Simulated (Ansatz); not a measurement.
# NH₂Cl (triplet): wave-function methods side by side at distance Cl1–H2 along a hydrogen transfer = 1.279 Å, cc-pVTZ

How much of the correlation energy of NH₂Cl (triplet) does each wave-function method recover here?

The runs use Ansatz 0.2.0, Gaussian basis; cc-pVTZ, core rule «outside noble gas», up to 6 orbitals frozen.

To be run: UHF; CCSD(T) on ROHF; CCSD(T) on UHF; BCCD(T) on ROHF; CCSDT(Q) on ROHF; CCSDT(Q) on UHF; CASSCF and NEVPT2, 4 electrons in 4 orbitals; CASSCF and NEVPT2, 14 electrons in 10 orbitals.

**1. The geometry**

The geometry derives from fragments relaxed apart (PBE0/def2-TZVP) and kept rigid, so it is no stationary point. A hydrogen atom is moved between rigid fragments.

4 atoms, charge 0, spin multiplicity 3.

Atoms are counted from 1 here; the program's logs count them from 0.

Bond lengths: Cl1–H2 1.279 Å, N3–H4 1.040 Å.

**2. UHF**

Contents of in.yaml:

```yaml
crystal:
  periodic: [false, false, false]
  atoms:
    - {symbol: Cl, position_ang: [-1.873470, 0.251057, 0.000000]}
    - {symbol: H, position_ang: [-0.594670, 0.251057, 0.000000]}
    - {symbol: N, position_ang: [1.099530, 0.251057, 0.000000]}
    - {symbol: H, position_ang: [1.368611, -0.753170, 0.000000]}
basis:
  gaussian: {orbitals: cc-pVTZ}
magnetization: {spin_polarized: true, initial_magnetization: 2}
hamiltonian: {xc: hf}
output: {orbitals: {seedname: orbitals}}
```

Command:

```bash
$ ansatz run in.yaml --threads 1 --pin off --events-out ev --progress --plain --max-ram 4096MiB --backend cpu
```

The runs that follow: CCSD(T) on ROHF; CCSD(T) on UHF; BCCD(T) on ROHF; CCSDT(Q) on ROHF; CCSDT(Q) on UHF; CASSCF and NEVPT2, 4 electrons in 4 orbitals; CASSCF and NEVPT2, 14 electrons in 10 orbitals.

Before running them: what should the planned runs give, taken together? Wanted: UCCSDT(Q) below the RHF energy; RMP2 from UCCSDT(Q); UMP2 from UCCSDT(Q); RCCSD from UCCSDT(Q); RCCSD(T) from UCCSDT(Q); UCCSD(T) from UCCSDT(Q); RCCSDT(Q) from UCCSDT(Q); NEVPT2 pair from UCCSDT(Q); NEVPT2 valence from UCCSDT(Q).

The runs gave:

```
                         quantity                                                   value
   UCCSDT(Q) below the RHF energy                                             -11.0487 eV
              RMP2 from UCCSDT(Q)                                             +1390.4 meV
              UMP2 from UCCSDT(Q)                                             +1403.1 meV
             RCCSD from UCCSDT(Q)                                              +385.0 meV
          RCCSD(T) from UCCSDT(Q)                                               +41.5 meV
          UCCSD(T) from UCCSDT(Q)                                               +39.6 meV
         RCCSDT(Q) from UCCSDT(Q)                                                +2.5 meV
       NEVPT2 pair from UCCSDT(Q)                                             +1388.3 meV
    NEVPT2 valence from UCCSDT(Q)                                             +1995.2 meV
levels within 1 kcal/mol (43 meV)  RCCSD(T), UCCSD(T), BCCD(T), RCCSDT, UCCSDT, RCCSDT(Q)
                    T1 diagnostic                                                   0.015
   effectively unpaired electrons                                                    2.01
```

What this shows: RCCSD(T) lands +41.5 meV from the yardstick (0.4 % of the correlation energy). One determinant dominates. Of the multireference levels listed NEVPT2 pair comes nearest in total energy (+1388.3 meV), which doesn't show that its space is the better one. These misses are within one basis, not against nature; the frozen cores of restricted and unrestricted runs differ, which can shift their rows.
